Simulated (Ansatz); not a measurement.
Worked example: correlation energy of PH2⁺, triplet

Geometry: a point of a stretch scan, not a stationary point.

```json
{"atom": "P", "x (Å)": "0.0000", "y (Å)": "-0.0784", "z (Å)": "0.0663"}
{"atom": "H", "x (Å)": "0.0000", "y (Å)": "1.8028", "z (Å)": "-3.3420"}
{"atom": "H", "x (Å)": "0.0000", "y (Å)": "0.6059", "z (Å)": "1.3060"}
```

Basis cc-pVDZ; Ansatz 0.2.0. Only valence electrons are correlated (noble-gas cores frozen), which leaves 6 electrons in 23 orbitals. Prefix R: restricted or restricted open-shell reference; prefix U: unrestricted.

Full CI is exact within this basis and frozen core; it isn't the basis-set limit. The frozen core follows each run's orbitals, which can shift R against U totals by a few meV.

Runs differ by some tens of microhartree through their thresholds and, for an open shell, their frozen cores, so steps under 0.1 kcal/mol mean nothing.

| level | total energy (hartree) |
| --- | --- |
| UHF | -341.430376 |
| UMP2 | -341.501122 |
| UCCSD | -341.526939 |
| UCCSD(T) | -341.528636 |
| UCCSDT | -341.529154 |
| UCCSDT(Q) | -341.529205 |
| full CI | -341.529203 |

Q: What is the correlation energy at full CI, and what share of it do UMP2 and UCCSD(T) recover?

A: E(corr) = -341.529203 − (-341.430376) = -0.098827 hartree = -2.689 eV. UMP2: -0.070746 / -0.098827 = 71.59 %. UCCSD(T): -0.098260 / -0.098827 = 99.43 %.

Q: By how many kcal/mol does UCCSD(T) miss full CI (1 hartree = 627.509 kcal/mol), and which steps make up the rest?

A: -341.528636 − (-341.529203) = 0.000567 hartree = 0.36 kcal/mol. Steps: UCCSDT − UCCSD(T) = -0.33, UCCSDT(Q) − UCCSDT = -0.03, full CI − UCCSDT(Q) = 0.00 kcal/mol. That is within 1 kcal/mol of the reference in this basis, which itself misses far more of the correlation at the basis-set limit.
